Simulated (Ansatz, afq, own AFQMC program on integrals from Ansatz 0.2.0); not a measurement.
**Sc, doublet in def2-TZVPP, levels against full CI**

A free Sc atom.

Basis def2-TZVPP. Noble-gas cores (and the filled d shells of Ga–Kr and In–Xe) are frozen. AFQMC by an in-house program on the Cholesky factors that Ansatz 0.2.0 writes for its CCSD(T) run. The CISD trial takes its coefficients from CCSD amplitudes. Released means that phaseless walkers are propagated on without the constraint, phases kept. Free AFQMC starts from the CCSD state and is never constrained. Its projection time is finite, and what remains of the start isn't in its error. Error bars are statistical, one sigma. The metal's outer-core s and p shells are frozen, which shifts wave-function levels against functionals.

Determinant: UHF, the one that the program's search chose, which needn't be the lowest solution.

Full CI on the same integrals is exact in this basis and with this determinant's frozen core.

Cautions: no relativity below Rb; outer-core shells of the metal frozen; an unrestricted solution with more broken spin lies lower (8 meV, ⟨S²⟩ 0.92).

The T1 diagnostic is 0.0256 and the weight of the determinant in the CISD state is 0.912. The ⟨S²⟩ of the determinant is 0.762 and the size of the correlated space is 3 electrons in 55 orbitals.

Reference: full CI, correlation energy -1.117 eV. The released energy is read at 2.40 1/Eh (meV from the phaseless value at times in 1/Eh: 2 ± 5 at 0.24, 4 ± 5 at 0.51, 2 ± 6 at 0.99, -3 ± 7 at 1.62, -6 ± 8 at 2.40).

```json
{"level": "HF", "E − E(reference) (mEh)": "41.03", "share of correlation (%)": "0.00"}
{"level": "MP2", "E − E(reference) (mEh)": "12.24", "share of correlation (%)": "70.18"}
{"level": "CCSD", "E − E(reference) (mEh)": "1.62", "share of correlation (%)": "96.04"}
{"level": "CCSD(T)", "E − E(reference) (mEh)": "0.56", "share of correlation (%)": "98.64"}
{"level": "ph-AFQMC/HF", "E − E(reference) (mEh)": "7.07 ± 0.60", "share of correlation (%)": "82.77"}
{"level": "ph-AFQMC/CISD", "E − E(reference) (mEh)": "0.36 ± 0.17", "share of correlation (%)": "99.12"}
{"level": "released AFQMC", "E − E(reference) (mEh)": "0.16 ± 0.28", "share of correlation (%)": "99.61"}
{"level": "free AFQMC", "E − E(reference) (mEh)": "0.17 ± 0.07", "share of correlation (%)": "99.58"}
```

Free projections are given only where their last times agree within the noise and don't stop above the reference; a slow remainder of the start can still hide under it. A walk keeps the symmetry of its determinant, which the program's search chose and which needn't be the lowest solution, so a lower state of the same spin and another symmetry isn't excluded. Released energies are given only where the last usable release times agree within the noise; a slower fall can still hide under it.
